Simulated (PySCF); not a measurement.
ethanethiol (C₂H₆S), SMILES CCS. Atoms are numbered in the order given.

```xyz
9

C     -1.4424     0.7545    -0.3609
C     -0.4922    -0.4271    -0.4898
S      1.0222    -0.2517     0.4912
H     -2.3551     0.5787    -0.9380
H     -0.9769     1.6698    -0.7352
H     -1.7153     0.9187     0.6833
H     -0.9577    -1.3403    -0.1117
H     -0.2253    -0.6107    -1.5319
H      1.4828     0.8466    -0.1214
```
Charge 0, spin multiplicity 1.

The structure is a stationary point at ωB97X-D3(BJ)/def2-TZVP. One conformer was computed; it need not be the lowest.

Level of theory: PBE0/pcSseg-1 run with PySCF.

GIAO shieldings, no solvent; atoms listed in one row are averaged. δ = σ(ref) − σ: ¹³C against TMS (σ = 186.3 ppm); ³³S against H2S (σ = 716.7 ppm); ¹H against TMS (σ = 31.56 ppm), references at their B3LYP-D3(BJ)/def2-TZVP geometries, non-relativistic.

Computed chemical shifts:
```
nucleus       atoms  count  δ (ppm)
-------  ----------  -----  -------
¹³C              C2      1     25.4
¹³C              C1      1     23.8
³³S              S3      1    143.4
¹H               H8      1     2.64
¹H               H7      1     1.95
¹H               H9      1     1.40
¹H       H4, H5, H6      3     1.27
```
